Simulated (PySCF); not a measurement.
A made-up structure of NaAlH$_{2}$, singlet:

```
4
angstrom
Na -2.7303 -0.1555 -1.1582
Al 0.2586 0.0147 0.1097
H 1.2475 -1.3881 0.6925
H 1.2242 1.5289 0.3560
```

It is relaxed with PBE-D4/def2-SVP and then PBE0-D4/def2-TZVP (PySCF 2.14 with density fitting (its default auxiliary sets; JK sets also for MP2 and CCSD(T))). Atoms count as bonded within 1.22 times the sum of their covalent radii (H–H: 0.88 Å). The end point is not checked to be a true minimum.

Problem. Does its bonding change? (Judge from chemistry; the calculation decides.)

Solution. The calculation gives: No: no bond forms or breaks.

Where it ends: The first stage lowers the energy by 0.36 eV in 5 steps. It ends as NaAlH₂ ([Na][AlH2]):
Na1  (-2.437, -0.140, -1.034)
Al2  (0.231, 0.013, 0.098)
H3  (1.115, -1.239, 0.619)
H4  (1.093, 1.365, 0.318)
(Å)

Labels in which every atom is bracketed show which atoms are joined, not bond orders.

For scale, one of the runs: PBE0-D4/def2-TZVP relaxation, 81 basis functions, launched by `OMP_NUM_THREADS=2 python run.py`. Time: 9.7 s of wall clock on 2 CPU threads of a Oxide Virtual Turin-like; the host was shared. Peak host memory: 0.8 GiB.
